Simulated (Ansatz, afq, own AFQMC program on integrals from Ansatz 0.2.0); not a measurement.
**Ge₂, triplet in cc-pVTZ, levels against CCSDT(Q)**

```xyz
2

Ge    0.0000    0.0000    0.0000
Ge    0.0000    0.0000    2.3831
```

Basis cc-pVTZ. Only valence electrons are correlated. AFQMC by an in-house program on the Cholesky factors that Ansatz 0.2.0 writes for its CCSD(T) run. ph-AFQMC/CISD is guided by a CISD state made of CCSD amplitudes; releasing the constraint for a short imaginary time cuts its bias at the price of noise, slowly where states lie close. ± is one standard error of the sampling. No spin–orbit coupling.

Determinant: UHF, the one that the program's search chose, which needn't be the lowest solution. The geometry is a PBE0/def2-TZVP stationary point of this or a neighbouring charge and spin state.

No full CI on the walks' own integrals is used here; CCSDT(Q) serves as the reference and is uncertain by about the last step of the cluster series.

Cautions: no relativity below Rb; no spin-orbit coupling; inner d shell frozen; the released energies have errors that jump between times, so the bars are unsure, so no released level is given (meV from the phaseless value at times in 1/Eh: 4 ± 5 at 0.24, 47 ± 53 at 0.51, -16 ± 4 at 0.99, -21 ± 3 at 1.62, -20 ± 5 at 2.40); the ph-AFQMC/CISD walk drifts between its halves (2.6 errors).

The T1 diagnostic is 0.0171, the weight of the determinant in the CISD state is 0.866 and the ⟨S²⟩ of the determinant is 2.013. The size of the correlated space is 8 electrons in 58 orbitals.

Reference: CCSDT(Q), correlation energy -4.995 eV.

| level | E − E(reference) (mEh) | share of correlation (%) |
| --- | --- | --- |
| HF | 183.57 | 0.00 |
| MP2 | 38.25 | 79.16 |
| CCSD | 11.91 | 93.51 |
| CCSD(T) | 2.23 | 98.78 |
| CCSDT | 0.71 | 99.61 |
| ph-AFQMC/HF | 7.26 ± 0.83 | 96.04 |
| ph-AFQMC/CISD | 1.18 ± 0.17 | 99.36 |

A walk keeps the symmetry of its determinant, which the program's search chose and which needn't be the lowest solution, so a lower state of the same spin and another symmetry isn't excluded.
